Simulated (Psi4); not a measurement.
Psi4 input (wB97X-D/6-311+G**):

```
memory 1500 MB

molecule {
1 1
N    -0.05626900    0.65864200   -0.00485000
N     0.02549400   -0.78015400   -0.08501700
H     0.30108200    1.08680800    0.86074600
H    -1.03733100    0.93250700   -0.12356100
H    -0.50516400   -1.17373000    0.68773700
H     1.00160900   -1.05003500    0.00449900
H     0.45522500    1.05503400   -0.80035300
symmetry c1
no_reorient
no_com
}

set {
  basis 6-311+G**
  reference rks
  scf_type pk
  dft_radial_points 99
  dft_spherical_points 590
  e_convergence 1e-8
  d_convergence 1e-7
  maxiter 150
}

e = energy('wb97x-d')
print_out(f'\nFINAL {e:.10f} DIPOLE {variable("CURRENT DIPOLE")[0]:.6f} {variable("CURRENT DIPOLE")[1]:.6f} {variable("CURRENT DIPOLE")[2]:.6f}\n')
```

Output:

```
   => Loading Basis Set <=

    Name: 6-311+G**
    Role: ORBITAL
    Keyword: BASIS
    atoms 1-2 entry N          line   150 file 6-311pgss.gbs
    atoms 3-7 entry H          line    42 file 6-311pgss.gbs

   => WB97X-D: Empirical Dispersion <=

    Chai and Head-Gordon Dispersion Correction
    Chai, J.-D.; Head-Gordon, M. (2010), J. Chem. Phys., 132: 6615-6620

        s6 =       1.000000

         ---------------------------------------------------------
                                   SCF
               by Justin Turney, Rob Parrish, Andy Simmonett
                          and Daniel G. A. Smith
                              RKS Reference
         ---------------------------------------------------------

  ==> Geometry <==

    Molecular point group: c1
    Full point group: C1

    Geometry (in Angstrom), charge = 1, multiplicity = 1:

       Center              X                  Y                   Z               Mass
    ------------   -----------------  -----------------  -----------------  -----------------
         N           -0.056269000000     0.658642000000    -0.004850000000    14.003074004430
         N            0.025494000000    -0.780154000000    -0.085017000000    14.003074004430
         H            0.301082000000     1.086808000000     0.860746000000     1.007825032230
         H           -1.037331000000     0.932507000000    -0.123561000000     1.007825032230
         H           -0.505164000000    -1.173730000000     0.687737000000     1.007825032230
         H            1.001609000000    -1.050035000000     0.004499000000     1.007825032230
         H            0.455225000000     1.055034000000    -0.800353000000     1.007825032230

  Running in c1 symmetry.

  Rotational constants: A =      3.68239  B =      0.75833  C =      0.72825 [cm^-1]
  Rotational constants: A = 110395.39366  B =  22734.09577  C =  21832.47674 [MHz]
  Nuclear repulsion =   47.733104771070550

  Charge       = 1
  Multiplicity = 1
  Electrons    = 18
  Nalpha       = 9
  Nbeta        = 9

  ==> Algorithm <==

  SCF Algorithm Type is PK.
  DIIS enabled.
  MOM disabled.
  Fractional occupation disabled.
  Guess Type is SAD.
  Energy threshold   = 1.00e-08
  Density threshold  = 1.00e-07
  Integral threshold = 1.00e-12

  ==> Primary Basis <==

  Basis Set: 6-311+G**
    Blend: 6-311+G**
    Number of shells: 40
    Number of basis functions: 74
    Number of Cartesian functions: 76
    Spherical Harmonics?: true
    Max angular momentum: 2

  ==> DFT Potential <==

   => LibXC <=

    Version 7.1.2
    S. Lehtola, C. Steigemann, M. J. T. Oliveira, and M. A. L. Marques,  SoftwareX 7, 1–5 (2018) (10.1016/j.softx.2017.11.002)

   => Composite Functional: WB97X-D <=

    wB97X-D Hyb-GGA Exchange-Correlation Functional

    J.-D. Chai and M. Head-Gordon,  Phys. Chem. Chem. Phys. 10, 6615–6620 (2008) (10.1039/B810189B)

    Deriv               =              1
    GGA                 =           TRUE
    Meta                =          FALSE

    Exchange Hybrid     =           TRUE
    MP2 Hybrid          =          FALSE

   => Exchange-Correlation Functionals <=

    1.0000   wB97X-D range-separated functional

   => Exact (HF) Exchange <=

    0.7780            HF,LR [omega = 0.2000]
    0.2220               HF

   => LibXC Density Thresholds  <==

    XC_HYB_GGA_XC_WB97X_D:  1.00E-14

   => Molecular Quadrature <=

    Radial Scheme          =       TREUTLER
    Pruning Scheme         =           NONE
    Nuclear Scheme         =       TREUTLER

    Blocking Scheme        =         OCTREE
    BS radius alpha        =              1
    Pruning alpha          =              1
    Radial Points          =             99
    Spherical Points       =            590
    Total Points           =         391518
    Total Blocks           =           2792
    Max Points             =            256
    Max Functions          =             74
    Weights Tolerance      =       1.00E-15

  ==> Integral Setup <==

  Using in-core PK algorithm.
   Calculation information:
      Number of atoms:                   7
      Number of AO shells:              40
      Number of primitives:             68
      Number of atomic orbitals:        76
      Number of basis functions:        74

      Integral cutoff                 1.00e-12
      Number of threads:                 1

  Performing in-core PK
  Using 11555100 doubles for integral storage.
  We computed 336395 shell quartets total.
  Whereas there are 336610 unique shell quartets.

  Computing range-separated integrals for PK
  We computed 336395 wK shell quartets total.
  Whereas there are 336610 wK unique shell quartets.

  ==> DiskJK: Disk-Based J/K Matrices <==

    J tasked:                  Yes
    K tasked:                  Yes
    wK tasked:                 Yes
    Omega:               2.000E-01
    Schwarz Cutoff:          1E-12


  Cached 100.0% of DFT collocation blocks in 0.771 [GiB].

  Minimum eigenvalue in the overlap matrix is 2.4430218810E-04.
  Reciprocal condition number of the overlap matrix is 3.0747719444E-05.
    Using symmetric orthogonalization.

  ==> Pre-Iterations <==

  SCF Guess: Superposition of Atomic Densities via on-the-fly atomic UHF (no occupation information).

   -------------------------
    Irrep   Nso     Nmo
   -------------------------
     A         74      74
   -------------------------
    Total      74      74
   -------------------------

  ==> Iterations <==

                        Total Energy        Delta E     RMS |[F,P]|

   @RKS iter SAD:  -112.13145380012799   -1.12131e+02   0.00000e+00
   @RKS iter   1:  -112.09939234813358    3.20615e-02   6.90451e-03 ADIIS/DIIS
   @RKS iter   2:  -112.14490428807008   -4.55119e-02   5.67017e-03 ADIIS/DIIS
   @RKS iter   3:  -112.21380281025232   -6.88985e-02   5.56392e-04 ADIIS/DIIS
   @RKS iter   4:  -112.21454525127164   -7.42441e-04   1.81492e-04 ADIIS/DIIS
   @RKS iter   5:  -112.21461218838621   -6.69371e-05   8.32474e-05 DIIS
   @RKS iter   6:  -112.21462714753520   -1.49591e-05   7.69862e-06 DIIS
   @RKS iter   7:  -112.21462753665244   -3.89117e-07   1.59080e-06 DIIS
   @RKS iter   8:  -112.21462756715773   -3.05053e-08   3.41534e-07 DIIS
   @RKS iter   9:  -112.21462756844863   -1.29090e-09   6.56286e-08 DIIS
  Energy and wave function converged.

  ==> Post-Iterations <==

   Electrons on quadrature grid:
      Ntotal   =   17.9999997963 ; deviation = -2.037e-07

    Orbital Energies [Eh]
    ---------------------

    Doubly Occupied:

       1A    -14.819689     2A    -14.704185     3A     -1.386656
       4A     -1.165558     5A     -0.931410     6A     -0.920672
       7A     -0.854910     8A     -0.787355     9A     -0.604470

    Virtual:

      10A     -0.138627    11A     -0.100588    12A     -0.068513
      13A     -0.064941    14A     -0.022175    15A     -0.010106
      16A      0.001074    17A      0.005340    18A      0.013446
      19A      0.035621    20A      0.059311    21A      0.075530
      22A      0.103740    23A      0.137683    24A      0.316411
      25A      0.331523    26A      0.380820    27A      0.419990
      28A      0.460422    29A      0.486322    30A      0.504814
      31A      0.568614    32A      0.582305    33A      0.602182
      34A      0.632135    35A      0.803794    36A      0.888937
      37A      0.917311    38A      1.019841    39A      1.161908
      40A      1.266184    41A      1.281042    42A      1.478739
      43A      1.481068    44A      1.598163    45A      1.600130
      46A      1.644369    47A      1.650166    48A      1.684844
      49A      1.756973    50A      1.913989    51A      2.041524
      52A      2.133360    53A      2.192142    54A      2.256437
      55A      2.306750    56A      2.395965    57A      2.480473
      58A      2.485230    59A      2.555654    60A      2.580976
      61A      2.644036    62A      2.721733    63A      2.821397
      64A      2.846305    65A      2.868065    66A      2.934251
      67A      3.635292    68A      3.958968    69A      4.429522
      70A      4.473878    71A      4.589164    72A      4.967946
      73A     35.326981    74A     35.388598

    Final Occupation by Irrep:
              A
    DOCC [     9 ]
    NA   [     9 ]
    NB   [     9 ]

  @RKS Final Energy:  -112.21462756844863

   => Energetics <=

    Nuclear Repulsion Energy =             47.7331047710705505
    One-Electron Energy =                -240.3677223006073405
    Two-Electron Energy =                  91.0183017016346412
    DFT Exchange-Correlation Energy =     -10.5970227288597130
    Empirical Dispersion Energy =          -0.0012890116867691
    VV10 Nonlocal Energy =                  0.0000000000000000
    Total Energy =                       -112.2146275684486341

Computation Completed

Properties will be evaluated at   0.000000,   0.000000,   0.000000 [a0]

Properties computed using the SCF density matrix

 Multipole Moments:

 ------------------------------------------------------------------------------------
     Multipole            Electronic (a.u.)      Nuclear  (a.u.)        Total (a.u.)
 ------------------------------------------------------------------------------------

 L = 1.  Multiply by 2.5417464519 to convert [e a0] to [Debye]
 Dipole X            :          0.1577358           -0.0000076            0.1577283
 Dipole Y            :          1.0657233           -0.0000000            1.0657233
 Dipole Z            :          0.5407868           -0.0000019            0.5407849
 Magnitude           :                                                    1.2054429

 ------------------------------------------------------------------------------------

FINAL -112.2146275684 DIPOLE 0.157728 1.065723 0.540785

*** Psi4 exiting successfully. Buy a developer a beer!
```

The dipole moment of an ion depends on the origin.

The geometry given is a B3LYP-D3(BJ)/def2-TZVP minimum.
